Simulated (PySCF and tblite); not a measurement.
C5H9F, numbered as in [F:1][CH:2]1[CH2:3][CH2:4][CH2:5][CH2:6]1.

Conformers came from 90 starts (ETKDG and KDG, MMFF94s, GFN2-xTB); geometries are PBE0-D3(BJ)/def2-SVP. Energies: B3LYP-D3(BJ)/def2-TZVP (IEF-PCM, chloroform), with GFN2-xTB thermal terms (modes under about 100 cm⁻¹ blended into free rotors). Symmetry numbers and mirror images are counted. Conformers within 3 kcal/mol (GFN2-xTB free energy) were kept, 8 at most. GIAO shieldings: PBE0/pcSseg-1 (IEF-PCM, chloroform). Shifts are against TMS (¹H), TMS (¹³C), CFCl3 (¹⁹F) at the same level. Programs: PySCF with density fitting and tblite.

The 5-ring runs over atoms 2–3–4–5–6. Of a mirror pair one member is shown.

| conformer | shape | weight % | dipole D |
| --- | --- | --- | --- |
| 1 | 5-ring twist (ring torsions -44, 35, -14, -13, 35°) | 100.0 | 2.15 |

How do the computed shifts compare with measured ones?


| nucleus | signal | leading conformer | average | measured | medium |
| --- | --- | --- | --- | --- | --- |
| ¹³C | C2 | 97.2 | 97.2 | 95.5 | not stated per compound (mostly CDCl3 or CCl4) |
| ¹³C | C3/C6 | 37.1 | 37.1 | 32.8 | not stated per compound (mostly CDCl3 or CCl4) |
| ¹³C | C4/C5 | 27.2 | 27.2 | 22.5 | not stated per compound (mostly CDCl3 or CCl4) |

Measured values: Pretsch, Buehlmann, Badertscher, Structure Determination of Organic Compounds, 4th ed. (2009). Mean difference for ¹³C: 3.57 ppm, scatter 1.33 ppm. The computed shifts are unscaled and lack vibrational corrections.
